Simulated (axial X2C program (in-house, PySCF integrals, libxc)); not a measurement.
**HCP: bond lengths and stretches, held linear**

How do method and spin–orbit coupling move the bonds and stretches of HCP, held linear?

Computed with an in-house X2C program for linear molecules on PySCF integrals. Level: all-electron X2C, two-component (2c) or spin-free, H dyall-v3z, C dyall-v3z, P dyall-v3z.

All values are calculated.

1 further run of the same task is left out (set aside as unsound or not needed).

## Step 1: Input

task.json

```json
{"zs": [1, 6, 15], "q": 0, "bas": ["dyall-v3z", "dyall-v3z", "dyall-v3z"], "r0": [1.07, 1.54], "symm": 0, "scan": ["PBE0", "HF", "BHandHLYP"], "levels": ["PBE0", "HF", "r2SCAN"], "nst": 2}
```

Keys: zs atomic numbers; q charge; bas basis sets; r0 starting distance in Å; symm equal bonds; scan levels of the two-bond scan (MP2 follows by itself at each HF point); levels methods; nst determinants followed.

Command:

```sh
$ python solin.py task.json out
```

Masses H 1.008, C 12.000, P 30.974 u.

## Step 2: Scan at PBE0, 2c

State: Ω = 0 (all partner blocks equally filled). Energies above the lowest point, from the job's result record:

```csv
r(H–C) (Å),r(C–P) (Å),E (meV)
1.0472,1.4986,56.78
1.0472,1.5370,13.13
1.0472,1.5754,61.78
1.0740,1.4986,44.58
1.0740,1.5370,0.00
1.0740,1.5754,47.69
1.0740,1.6139,171.30
1.1008,1.4986,59.51
1.1008,1.5370,14.03
1.1008,1.5754,60.78
1.1277,1.5370,51.58
1.1277,1.6139,219.06
```

A quadratic surface with cubic terms in each bond gives the minimum at 1.073 and 1.535 Å, force constants 6.09, 10.1 and coupling -0.15 mdyn/Å.

## Step 3: Scan at HF, 2c

State: Ω = 0 (all partner blocks equally filled). Energies above the lowest point, from the job's result record:

| r(H–C) (Å) | r(C–P) (Å) | E (meV) |
| --- | --- | --- |
| 1.0472 | 1.4986 | 0.62 |
| 1.0472 | 1.5370 | 13.67 |
| 1.0472 | 1.5754 | 122.60 |
| 1.0740 | 1.4986 | 0.00 |
| 1.0740 | 1.5370 | 12.17 |
| 1.0740 | 1.5754 | 120.16 |
| 1.0740 | 1.6139 | 307.32 |
| 1.1008 | 1.4986 | 27.25 |
| 1.1008 | 1.5370 | 38.58 |
| 1.1008 | 1.5754 | 145.66 |
| 1.1277 | 1.5370 | 89.25 |
| 1.1277 | 1.6139 | 380.68 |

A quadratic surface with cubic terms in each bond gives the minimum at 1.061 and 1.513 Å, force constants 6.63, 11.6 and coupling -0.14 mdyn/Å.

## Step 4: Scan at BHandHLYP, 2c

State: Ω = 0 (all partner blocks equally filled). Energies above the lowest point, from the job's result record:

```
r(H–C) (Å)  r(C–P) (Å)  E (meV)
    1.0472      1.4986    13.21
    1.0472      1.5370     2.82
    1.0472      1.5754    84.64
    1.0740      1.4986    11.27
    1.0740      1.5370     0.00
    1.0740      1.5754    80.88
    1.0740      1.6139   237.53
    1.1008      1.4986    36.32
    1.1008      1.5370    24.19
    1.1008      1.5754   104.17
    1.1277      1.5370    71.79
    1.1277      1.6139   305.60
```

A quadratic surface with cubic terms in each bond gives the minimum at 1.063 and 1.522 Å, force constants 6.38, 10.7 and coupling -0.14 mdyn/Å.

## Step 5: Comparison

| level | r(H–C) (Å) | r(C–P) (Å) | lower stretch (cm⁻¹) | upper stretch (cm⁻¹) |
| --- | --- | --- | --- | --- |
| PBE0, 2c | 1.073 | 1.535 | 1357.3 | 3362.0 |
| HF, 2c | 1.061 | 1.513 | 1452.7 | 3507.5 |
| BHandHLYP, 2c | 1.063 | 1.522 | 1399.2 | 3440.0 |
| MP2, 2c | 1.073 | 1.559 | 1252.6 | 3362.1 |
| PBE0, spin-free | 1.073 | 1.535 | 1357.5 | 3361.9 |
| HF, spin-free | 1.061 | 1.513 | 1452.9 | 3507.4 |
| BHandHLYP, spin-free | 1.063 | 1.522 | 1399.3 | 3439.9 |
| MP2, spin-free | 1.073 | 1.559 | 1252.4 | 3362.2 |

Scans not shown above were run alike.

In words: Over the levels the H–C bond spans 1.061 to 1.073 Å and the C–P bond 1.513 to 1.559 Å. At PBE0 spin–orbit coupling leaves both bonds unchanged to 0.001 Å. Each state is one determinant, the lowest of a limited PBE0 search; the stretches come from a fit to few points and are good to some per cent at best. MP2 freezes inner shells (threshold -2 hartree). The molecule was held linear; bending was not examined, so a bent shape may lie lower.
